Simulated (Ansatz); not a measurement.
Task: a short molecular-dynamics run of Cl₂Si, SMILES Cl[Si]Cl, with Ansatz 0.2.0, Python API. Give the script and its output. Level of theory: BLYP, def2-SVP basis, multiplicity 1.

```yaml
atoms:
  - { symbol: Cl, position_ang: [0.2102, 1.7581, 0.3094] }
  - { symbol: Si, position_ang: [-0.6205, -0.0084, -0.3401] }
  - { symbol: Cl, position_ang: [0.4104, -1.7496, 0.0307] }
```

`md_cl2si.py`
```python
"""A short Born-Oppenheimer trajectory of Cl2Si."""

import ansatz
import numpy as np

BASIS = "def2-SVP"
FUNCTIONAL = "blyp"
N_STEPS = 40
TEMPERATURE_K = 300

GEOMETRY = """
Cl    0.21015    1.75807    0.30937
Si   -0.62053   -0.00844   -0.34006
Cl    0.41038   -1.74963    0.03069
"""

mol = ansatz.Crystal.molecule()
for line in GEOMETRY.strip().splitlines():
    symbol, *xyz = line.split()
    mol = mol.atom(symbol, [float(v) for v in xyz])

model = (
    mol.calculation()
    .basis(gaussian=BASIS)  # atom-centred Gaussian functions
    .functional(FUNCTIONAL)  # level of theory
    .md("nve", timestep=1.0, steps=N_STEPS, temperature=TEMPERATURE_K, initial_velocities="maxwell_boltzmann", seed=68)
)
frames = []
model.session().plan().execute(on_event=lambda e: frames.append(e["data"]) if e["event"] == "md_step" else None)
print("t (fs)   E_pot (eV)      E_kin (eV)   T (K)   d(0-1) (A)")
for f in frames[::1]:
    xyz = np.array(f["positions_ang"])
    print(f"{f['time_fs']:6.2f} {f['lagrangian_ev']:14.5f} {f['e_kin_ev']:10.5f} {f['temperature_k']:8.1f} {np.linalg.norm(xyz[0] - xyz[1]):9.4f}")
kept = np.array([f["conserved_ev"] for f in frames])
print(f"conserved energy moves by at most {1000 * np.ptp(kept):.3f} meV")
```

```console
$ python md_cl2si.py
t (fs)   E_pot (eV)      E_kin (eV)   T (K)   d(0-1) (A)
  0.00   -32913.77462    0.03878    300.0    2.0573
  1.00   -32913.77119    0.03536    273.6    2.0545
  2.00   -32913.77081    0.03499    270.7    2.0526
  3.00   -32913.77365    0.03783    292.7    2.0514
  4.00   -32913.77973    0.04391    339.7    2.0512
  5.00   -32913.78897    0.05314    411.1    2.0517
  6.00   -32913.80116    0.06531    505.2    2.0531
  7.00   -32913.81598    0.08009    619.6    2.0553
  8.00   -32913.83298    0.09707    751.0    2.0584
  9.00   -32913.85168    0.11573    895.3    2.0622
 10.00   -32913.87148    0.13549   1048.2    2.0668
 11.00   -32913.89179    0.15576   1205.0    2.0721
 12.00   -32913.91197    0.17591   1360.9    2.0781
 13.00   -32913.93144    0.19534   1511.2    2.0847
 14.00   -32913.94961    0.21348   1651.5    2.0918
 15.00   -32913.96598    0.22982   1778.0    2.0995
 16.00   -32913.98013    0.24395   1887.3    2.1075
 17.00   -32913.99170    0.25551   1976.7    2.1160
 18.00   -32914.00045    0.26425   2044.3    2.1247
 19.00   -32914.00624    0.27004   2089.1    2.1336
 20.00   -32914.00902    0.27282   2110.7    2.1426
 21.00   -32914.00884    0.27265   2109.3    2.1517
 22.00   -32914.00581    0.26963   2086.0    2.1607
 23.00   -32914.00016    0.26400   2042.4    2.1697
 24.00   -32913.99214    0.25600   1980.5    2.1784
 25.00   -32913.98208    0.24597   1902.9    2.1870
 26.00   -32913.97034    0.23425   1812.3    2.1952
 27.00   -32913.95732    0.22125   1711.7    2.2031
 28.00   -32913.94340    0.20736   1604.2    2.2105
 29.00   -32913.92900    0.19299   1493.0    2.2175
 30.00   -32913.91453    0.17854   1381.2    2.2239
 31.00   -32913.90036    0.16440   1271.9    2.2297
 32.00   -32913.88688    0.15093   1167.7    2.2349
 33.00   -32913.87441    0.13848   1071.4    2.2394
 34.00   -32913.86326    0.12735    985.2    2.2432
 35.00   -32913.85370    0.11780    911.4    2.2462
 36.00   -32913.84595    0.11007    851.5    2.2485
 37.00   -32913.84020    0.10433    807.1    2.2500
 38.00   -32913.83659    0.10072    779.2    2.2507
 39.00   -32913.83519    0.09932    768.4    2.2505
 40.00   -32913.83605    0.10019    775.1    2.2495
conserved energy moves by at most 0.388 meV
```

Notes:
- Total energies depend on the basis set; only differences at equal settings carry meaning.
- The trajectory is only some femtoseconds long, so its temperature is not equilibrated; where the script doesn't relax first, it starts from a rough generated geometry.
- The temperature counts the internal degrees of freedom alone.
- The whole script took 36 s on 1 thread of Arm Neoverse V2, with other jobs on the host, peak memory 0.16 GiB.

(Lines on the test bed's own set-up are left out of the output.)
